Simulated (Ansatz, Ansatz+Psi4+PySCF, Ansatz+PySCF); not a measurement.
```json
{"atom": "Li", "x (Å)": "0.0000", "y (Å)": "0.0000", "z (Å)": "-1.1750"}
{"atom": "F", "x (Å)": "0.0000", "y (Å)": "0.0000", "z (Å)": "0.3916"}
```

Basis set: cc-pCVTZ on Li; cc-pVTZ on F (spherical functions). Left uncorrelated: 1 orbital. Charge 0, multiplicity 1.

Computed with Ansatz (development build ahead of 0.2.0); free ground-state atoms in the same class of orbitals, no zero-point energy, no relativity.

The atomization energy of singlet LiF from measured heats of formation, zero-point and thermal terms removed is 5.967 eV (G2/97 set, Curtiss et al., J. Chem. Phys. 106, 1063 (1997), as shipped with ASE); it holds spin-orbit and other relativistic effects.

(1) How far do RHF-CCSD(T), RHF-CCSD, UHF-MP2, RHF-MP2 miss it in this basis?

Results:

(1)

```
     method  atomization energy (eV)  computed − measured (eV)
RHF-CCSD(T)                    5.780                    -0.187
   RHF-CCSD                    5.665                    -0.302
    UHF-MP2                    6.058                     0.091
    RHF-MP2                    6.049                     0.082
```
